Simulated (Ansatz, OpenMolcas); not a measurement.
# Worked example: the enthalpy of formation of C2H6O (ethanol)

C2H6O has 9 atoms, charge 0, and is taken as a singlet. As SMILES, `CCO`. The shape is that of a PBE0-D4/def2-TZVP optimisation. This is one conformer, not always the lowest.

Total energies at SVWN5/cc-pVDZ (OpenMolcas 26.06); the atoms run unrestricted:

| species | state | energy (Eh) |
| --- | --- | --- |
| C2H6O | singlet | -153.727366 |
| C | triplet | -37.457783 |
| O | triplet | -74.494561 |
| H | doublet | -0.477467 |

Harmonic wavenumbers at PBE0-D4/def2-TZVP, in cm⁻¹: 266, 287, 425, 804, 900, 1066, 1102, 1147, 1281, 1372, 1395, 1421, 1480, 1485, 1512, 3003, 3041, 3090, 3116, 3132, 3858.

Measured heats of formation of the gaseous atoms at 298.15 K, in kJ/mol: C 716.9, O 249.2, H 218.0. Spin-orbit lowering of the atoms at 298 K (mean of the ground term's levels less their thermal mean, from spectra), in kJ/mol: C 0.02, O 0.40. Take 1 Eh = 2625.50 kJ/mol, 1 cm⁻¹ = 0.0119627 kJ/mol, RT = 2.479 kJ/mol.

Problem. What heat of formation follows?

Solution. 
1. Electronic atomisation energy: 2 × (-37.457783) + (-74.494561) + 6 × (-0.477467) − (-153.727366) = 1.452437 Eh = 3813.4 kJ/mol.
2. Zero-point energy: half the sum of the wavenumbers, 17591.5 cm⁻¹ = 210.4 kJ/mol.
3. Thermal vibrational enthalpy, Σ hcν̃/(exp(hcν̃/kT) − 1): 3.8 kJ/mol. Translation, rotation and pV of a non-linear molecule: 4 RT = 9.9 kJ/mol.
4. The 9 free atoms carry 5/2 RT each: 55.8 kJ/mol.
5. Spin-orbit coupling lowers the free atoms by 2 × 0.02 + 0.40 = 0.4 kJ/mol.
6. Atomisation enthalpy at 298 K: 3813.4 − 0.4 − 210.4 − 3.8 − 9.9 + 55.8 = 3644.7 kJ/mol.
7. Sum of the atoms' heats of formation: 2991.0 kJ/mol. Heat of formation: 2991.0 − 3644.7 = -653.7 kJ/mol.

The tabulated value is -234.6 kJ/mol (Active Thermochemical Tables), so this level is off by -419.1 kJ/mol, or 13.0 % of the atomisation enthalpy. The LDA overbinds, which puts heats of formation too low. Anharmonicity and any spin-orbit splitting of the molecule are left out.
